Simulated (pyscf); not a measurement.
## Addition across a multiple bond or ene-type step: propyne (HC≡C–CH₃) + water (H₂O) -> H₃C–CH=CH–OH

Gas phase, singlet surface, charge 0. Bonds broken: O8–H9. Bonds formed: C2–H9, C3–O8. Structures and frequencies: ωB97X-D3(BJ)/def2-SVP in PySCF. Correlated levels are frozen-core, on RHF or UHF. ΔMP2 is the change of the MP2 total energy from the triple- to the quadruple-zeta basis.

Transition state (Å):

```xyz
10

C      0.5502     0.0029    -0.9405
C     -0.0674     0.0583     0.4210
C     -1.2897    -0.1956     0.7808
H     -0.1412    -0.2790    -1.7552
H      0.9920     0.9817    -1.1893
H      1.3886    -0.7132    -0.9408
H     -2.3178    -0.4547     0.5245
O     -1.2779     0.1145     2.3881
H     -0.2734     0.3463     2.0821
H     -1.2317    -0.7383     2.8536
```

One imaginary mode, 821i cm⁻¹; descent along it reached the two sides named, in the forms told below.

| bond | change | reactant side (Å) | saddle | product side |
|---|---|---|---|---|
| O8–H9 | breaks | 0.966 | 1.075 | 2.585 |
| C2–H9 | forms | 4.6 | 1.698 | 1.096 |
| C3–O8 | forms | 3.2 | 1.637 | 1.363 |

Electronic energies relative to the separated reactants (eV):

```csv
level,barrier,reaction energy,reverse barrier
ωB97X-D3(BJ)/def2-TZVP,2.29,-1.40,3.69
PBE/def2-TZVP,1.97,-1.41,3.38
r²SCAN/def2-TZVP,2.11,-1.43,3.54
B3LYP-D3(BJ)/def2-TZVP,2.28,-1.30,3.59
PBE0-D3(BJ)/def2-TZVP,2.11,-1.50,3.62
M06-2X/def2-TZVP,2.37,-1.28,3.65
ωB97M-D3(BJ)/def2-TZVP,2.28,-1.28,3.56
HF/def2-TZVP,3.04,-1.10,4.14
MP2/def2-QZVPP,2.59,-1.02,3.62
CCSD/def2-TZVPP,2.59,-1.13,3.72
CCSD(T)/def2-TZVPP,2.46,-1.14,3.60
CCSD(T)/def2-TZVPP + ΔMP2(QZVPP),2.48,-1.12,3.60
```

With CCSD(T)/def2-TZVPP + ΔMP2(QZVPP) energies and thermal terms (ideal gas, 1 atm, RRHO with modes under 100 cm⁻¹ raised to 100, one conformer, R ln 2 for chiral ones without a mode under 150 cm⁻¹), in eV:

```tsv
T (K)	ΔH‡	ΔG‡	ΔH	ΔG
298	2.45	2.87	-0.97	-0.52
600	2.44	3.31	-0.99	-0.06
900	2.46	3.75	-0.97	+0.40
1200	2.49	4.17	-0.93	+0.86
```

On the product side the descent ends in a point that may be a rotor saddle (no frequency run), 0.06 eV over the lowest minimum found and 3.62 eV under the saddle at ωB97X-D3(BJ)/def2-TZVP. One saddle was located; it need not be the lowest between these sides. The CCSD(T) − MP2 part came from Ansatz, without density fitting, on the same reference.
